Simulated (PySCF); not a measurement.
Isomers of C5H10, one conformer each; single-point electronic energies without zero-point terms and without any empirical dispersion term.

Level: wB97X-D/pcSseg-2 in PySCF, non-relativistic, each on one gas-phase PBE0-D3(BJ)/def2-TZVP geometry that isn't relaxed in the solvent. The solvent is an IEF-PCM continuum (van der Waals radii × 1.2). Specific hydrogen bonds and non-electrostatic terms are outside this model.

| isomer | relative energy, gas (kcal/mol) | dipole (D) |
| --- | --- | --- |
| `C=CCCC` | 0.0 | 0.45 |
| `C1CC1CC` | 3.8 | 0.13 |

Task: How do the relative energies look in chloroform (ε = 4.711)?

Result: 
| isomer | relative energy, solvent (kcal/mol) | E(solvent) − E(gas) (kcal/mol) | dipole in solvent (D) |
| --- | --- | --- | --- |
| `C=CCCC` | 0.0 | -1.2 | 0.56 |
| `C1CC1CC` | 4.1 | -0.9 | 0.16 |

The order is unchanged. Conformers: `[CH2:1]=[CH:2][CH2:3][CH2:4][CH3:5]` with C1–C2–C3–C4 118°, C2–C3–C4–C5 177°; `[CH3:1][CH2:2][CH:3]1[CH2:4][CH2:5]1` with C1–C2–C3–C4 -84°. `C=CCCC` gains most from the continuum, and it has the largest gas-phase dipole. The gains span 0.3 kcal/mol, the gas-phase energies 3.8 kcal/mol.
